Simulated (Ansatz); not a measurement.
Basis-set extrapolation for `C/C(F)=C(/C)F` (PBE0-D4/def2-TZVP geometry, frozen core, Ansatz 0.2.0). Multiplicity 1, RHF reference.

```
                      def2-TZVPP   def2-QZVPP
                 HF  -353.964605  -353.980243
    MP2 correlation    -1.157562    -1.248548
CCSD(T) correlation    -1.237673      not run
```

Energies in hartree. Use E(X) = E(∞) + A·exp(−7.88·√X) for Hartree–Fock and E(X) = E(∞) + B·X^(−2.97) for correlation, with X = 3 and 4, and add CCSD(T) minus MP2 of the smaller set to the MP2 limit.

Question: What is the CCSD(T) energy at the basis-set limit?

Answer: HF limit: -353.980243 + (-0.015638) × 0.13774 = -353.98240. MP2 limit: -1.248548 + (-0.090986) × 0.74074 = -1.31594. Higher-order term: -1.237673 − (-1.157562) = -0.08011. Total: -355.37845 hartree, 4.79 eV below CCSD(T)/def2-TZVPP.
